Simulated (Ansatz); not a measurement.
Ansatz (an electronic-structure program) input:

Ansatz 0.2 input:
```yaml
crystal:
  periodic: [false, false, false]
  atoms:
    - {symbol: N, position_ang: [-0.01032444, -0.06137292, 1.37552030]}
    - {symbol: C, position_ang: [0.01111261, -0.05076901, -1.42111101]}
    - {symbol: C, position_ang: [-0.00948800, 1.07811280, 0.68708221]}
    - {symbol: C, position_ang: [-0.00060027, -1.22012757, 0.69870174]}
    - {symbol: C, position_ang: [0.00986232, -1.19836935, -0.67466053]}
    - {symbol: C, position_ang: [0.00091708, 1.14604722, -0.70227612]}
    - {symbol: H, position_ang: [0.01945816, -0.05794193, -2.50410661]}
    - {symbol: H, position_ang: [-0.01757351, 1.98825720, 1.27697845]}
    - {symbol: H, position_ang: [-0.00150087, -2.13337060, 1.28042934]}
    - {symbol: H, position_ang: [0.00106483, 2.10330131, -1.20836099]}
basis:
  gaussian:
    orbitals: def2-TZVPD
hamiltonian:
  xc: {name: PBE-QIDH}
magnetization: {spin_polarized: true, initial_magnetization: 1}
correlation: {electrons: outside_noble_gas}
```

Problem. Predict the final energy.

Solution. -247.33835 Eh (PBE-QIDH/def2-TZVPD). The basis has 258 functions.

It need not be the lowest isomer of its formula.
